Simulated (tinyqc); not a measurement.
Inside a calculation. Method: CCD on RHF in the sto-3g basis, frozen core, for H2O, spin multiplicity 1. One step of it, computed by the program tinyqc.

Task: Iteration 7 (converged): orbitals. Diagonalise F' = X^T F X, C = X C', fill 5 alpha and 5 beta electrons from the bottom; D = 2 C_occ C_occ^T. Each column has its largest component positive (the first on a tie).

converged F (hartree), order 1O 1s, 1O 2s, 1O 2px, 1O 2py, 1O 2pz, 2H 1s, 3H 1s:
```
[[-20.246934, -5.164465, 0.000000, 0.000000, -0.028822, -1.106904, -1.106904],
 [-5.164465, -2.442117, 0.000000, 0.000000, -0.121587, -0.972501, -0.972501],
 [0.000000, 0.000000, -0.394821, 0.000000, 0.000000, 0.000000, 0.000000],
 [0.000000, 0.000000, 0.000000, -0.291382, 0.000000, -0.369956, 0.369956],
 [-0.028822, -0.121587, 0.000000, 0.000000, -0.338752, -0.386254, -0.386254],
 [-1.106904, -0.972501, 0.000000, -0.369956, -0.386254, -0.544035, -0.391716],
 [-1.106904, -0.972501, 0.000000, 0.369956, -0.386254, -0.391716, -0.544035]]
```

X, order 1O 1s, 1O 2s, 1O 2px, 1O 2py, 1O 2pz, 2H 1s, 3H 1s:
```
[[-0.310885, 0.000000, 0.751398, 0.000000, 0.621927, 0.000000, 0.147044],
 [1.137774, 0.000000, -0.317135, 0.000000, 0.323969, 0.000000, 0.411309],
 [0.000000, 0.000000, 0.000000, 1.000000, 0.000000, 0.000000, 0.000000],
 [0.000000, 0.879966, 0.000000, 0.000000, 0.000000, 0.713244, 0.000000],
 [0.573639, 0.000000, 0.651324, 0.000000, -0.619076, 0.000000, 0.209589],
 [-0.716823, -0.860668, -0.154014, 0.000000, -0.125463, 0.364618, 0.378400],
 [-0.716823, 0.860668, -0.154014, 0.000000, -0.125463, -0.364618, 0.378400]]
```

Give: F' = X^T F X; orbital energies; coefficients C; D after iteration 7.

Result:

F' = X^T F X (hartree):
```
[[0.135, 0.000, 1.693, 0.000, 1.222, 0.000, 0.166],
 [0.000, 0.669, 0.000, 0.000, 0.000, 0.130, 0.000],
 [1.693, 0.000, -8.904, 0.000, -8.967, 0.000, -3.631],
 [0.000, 0.000, 0.000, -0.395, 0.000, 0.000, 0.000],
 [1.222, 0.000, -8.967, 0.000, -9.874, 0.000, -4.007],
 [0.000, 0.130, 0.000, 0.000, 0.000, -0.574, 0.000],
 [0.166, 0.000, -3.631, 0.000, -4.007, 0.000, -2.756]]
```

orbital energies (hartree): [-20.256, -1.261, -0.587, -0.468, -0.395, 0.586, 0.683]

coefficients C, order 1O 1s, 1O 2s, 1O 2px, 1O 2py, 1O 2pz, 2H 1s, 3H 1s:
```
[[0.994, -0.233, 0.000, 0.106, 0.000, -0.124, 0.000],
 [0.026, 0.844, 0.000, -0.548, 0.000, 0.810, 0.000],
 [0.000, 0.000, 0.000, 0.000, 1.000, 0.000, 0.000],
 [0.000, 0.000, 0.619, 0.000, 0.000, 0.000, 0.948],
 [0.004, 0.126, 0.000, 0.744, 0.000, 0.781, 0.000],
 [-0.006, 0.155, 0.451, 0.299, 0.000, -0.764, -0.819],
 [-0.006, 0.155, -0.451, 0.299, 0.000, -0.764, 0.819]]
```

D after iteration 7, order 1O 1s, 1O 2s, 1O 2px, 1O 2py, 1O 2pz, 2H 1s, 3H 1s:
```
[[2.109, -0.459, 0.000, 0.000, 0.108, -0.020, -0.020],
 [-0.459, 2.025, 0.000, 0.000, -0.603, -0.066, -0.066],
 [0.000, 0.000, 2.000, 0.000, 0.000, 0.000, 0.000],
 [0.000, 0.000, 0.000, 0.767, 0.000, 0.559, -0.559],
 [0.108, -0.603, 0.000, 0.000, 1.140, 0.484, 0.484],
 [-0.020, -0.066, 0.000, 0.559, 0.484, 0.634, -0.180],
 [-0.020, -0.066, 0.000, -0.559, 0.484, -0.180, 0.634]]
```
